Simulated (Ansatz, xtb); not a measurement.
Species: benzene, C₆H₆, net charge 0, singlet state. 
Coordinates optimised at B3LYP-D3(BJ)/def2-TZVP (Ansatz, a quantum-chemistry and plane-wave program):
SMILES: c1ccccc1
```xyz
12

C      0.0029     1.3905     0.0040
C      1.2056     0.6927     0.0073
C      1.2027    -0.6978     0.0033
C     -0.0029    -1.3905    -0.0040
C     -1.2056    -0.6927    -0.0073
C     -1.2027     0.6978    -0.0033
H      0.0052     2.4730     0.0072
H      2.1443     1.2320     0.0131
H      2.1391    -1.2411     0.0059
H     -0.0052    -2.4730    -0.0072
H     -2.1443    -1.2320    -0.0131
H     -2.1391     1.2411    -0.0059
```

Harmonic wavenumbers from GFN2-xTB (xtb, at its own minimum), cm⁻¹: 368, 368, 579, 579, 657, 692, 882, 882, 930, 930, 937, 957, 1067, 1090, 1090, 1176, 1198, 1198, 1304, 1320, 1460, 1461, 1600, 1600, 3069, 3072, 3072, 3084, 3085, 3093.

Problem. Give the harmonic wavenumbers at B3LYP-D3(BJ)/def2-TZVP (Ansatz, finite differences of forces, unscaled).

Solution. 412, 412, 624, 624, 688, 717, 862, 862, 962, 963, 992, 1017, 1029, 1062, 1062, 1178, 1201, 1201, 1338, 1388, 1519, 1519, 1638, 1638, 3164, 3173, 3173, 3189, 3189, 3198 cm⁻¹. Zero-point energy 62.9 kcal/mol.

Problem. From these and the geometry, give the ideal-gas thermochemistry at 298.15 K and 1 atm (rigid rotor, harmonic oscillator).

Solution. Point group D6h, rotational symmetry number 12. Rotational constants 5.732, 5.732, 2.866 GHz. S(trans) 38.98, S(rot) 20.70, S(vib) 4.43, S(elec, spin only) 0.00, S 64.1 cal/(mol K). H(298) - H(0) 3.36 kcal/mol; G - E(el) 47.1 kcal/mol. Tabulated S at 1 bar: 64.3 cal/(mol K) (CRC Handbook, as tabulated in the package chemicals); it can hold hindered rotation or other conformers, which this model lacks.
